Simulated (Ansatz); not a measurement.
# Formaldehyde (CH2O): one species, many methods

The task here is to estimate one member of a computed series from the others.

Program: Ansatz 0.2.0, Gaussian basis. Level of theory: functionals in def2-TZVPP, the program's frozen cores in correlated methods. These are calculated values, not measurements.

Levels to be run: LDA (SPW92), PBE-D4, revPBE-D4, BLYP-D4, r2SCAN-D4, B97M-V, PBE0-D4, B3LYP-D4, r2SCANh-D4, r2SCAN0-D4, HSE06-D4, BHLYP-D4, CAM-B3LYP-D4, LC-ωPBE, ωB97X-V, ωB97M-V, B2PLYP, PBE-QIDH; CCSD(T)/def2-SVP; CCSD(T)/def2-TZVPP; CCSD(T)/def2-QZVPP; extrapolation to the limit; RPA on PBE.

## The relaxed structure

All runs share one geometry, relaxed beforehand with PBE0-D4 in a triple-zeta def2 set.

SMILES `C=O`, 4 atoms, charge 0, spin multiplicity 1.

Atoms are counted from 1 here; the program's logs count them from 0.

Bond lengths: C1–O2 1.195 Å, C1–H3 1.109 Å, C1–H4 1.109 Å. Angles: O2–C1–H3 122.0°, O2–C1–H4 122.0°, H3–C1–H4 115.9°.

As a file:

```
C    -0.0028   -0.0022   -0.0033
O     0.6920    0.5444    0.8013
H    -0.5448    0.5597   -0.7905
H    -0.1443   -1.1019   -0.0075
```

The first run:

in.yaml reads:

```yaml
crystal:
  periodic: [false, false, false]
  atoms:
    - {symbol: C, position_ang: [-0.002831, -0.002224, -0.003278]}
    - {symbol: O, position_ang: [0.692010, 0.544353, 0.801308]}
    - {symbol: H, position_ang: [-0.544833, 0.559743, -0.790486]}
    - {symbol: H, position_ang: [-0.144345, -1.101872, -0.007544]}
basis:
  gaussian: {orbitals: def2-TZVPP}
hamiltonian: {xc: lda}
output: {orbitals: {seedname: orbitals}}
```

Started as:

```console
ansatz run in.yaml --threads 2 --pin off --events-out ev --progress --plain --max-ram 32768MiB --backend cpu
```

Steps of the session up to this table: LDA; PBE-D4 (GGA); revPBE-D4 (GGA); BLYP-D4 (GGA); r2SCAN-D4 (meta-GGA); B97M-V (meta-GGA); B3LYP-D4 (hybrid); r2SCANh-D4 (hybrid); r2SCAN0-D4 (hybrid); HSE06-D4 (hybrid); BHLYP-D4 (hybrid); CAM-B3LYP-D4 (range-separated); LC-ωPBE (range-separated); ωB97X-V (range-separated); ωB97M-V (range-separated); B2PLYP (double hybrid); PBE-QIDH (double hybrid).

One table of the session follows, with a row left open; its other results are not shown here.

It belongs to the step «Frontier levels by functional». 

| functional | HOMO (eV) | gap (eV) |
| --- | --- | --- |
| LDA (SPW92) | -6.27 | 3.49 |
| PBE-D4 | -6.18 | 3.67 |
| revPBE-D4 | -6.15 | 3.72 |
| BLYP-D4 | -6.14 | 3.73 |
| r2SCAN-D4 | -6.50 | 4.26 |
| B97M-V | -6.67 | 4.54 |
| PBE0-D4 | -7.82 | 6.56 |
| B3LYP-D4 | -7.60 | 6.03 |
| r2SCANh-D4 | -7.11 | 5.34 |
| r2SCAN0-D4 | -8.04 | 6.96 |
| HSE06-D4 | -7.41 | 5.76 |
| BHLYP-D4 | ? | ? |
| CAM-B3LYP-D4 | -9.31 | 9.28 |
| LC-ωPBE | -10.59 | 11.92 |
| ωB97X-V | -10.29 | 11.53 |
| ωB97M-V | -10.23 | 11.35 |

Q: Estimate the row for BHLYP-D4 from the others.

Worked estimate for «HOMO (eV)». Against the share of exact exchange, BLYP-D4 (0, -6.14), B3LYP-D4 (0.2, -7.60) give a slope of -7.30 per unit share; at 0.5 the line stands at -9.79.

As computed: HOMO (eV): -9.45; gap (eV): 9.47. In «HOMO (eV)» the line misses by -0.34.
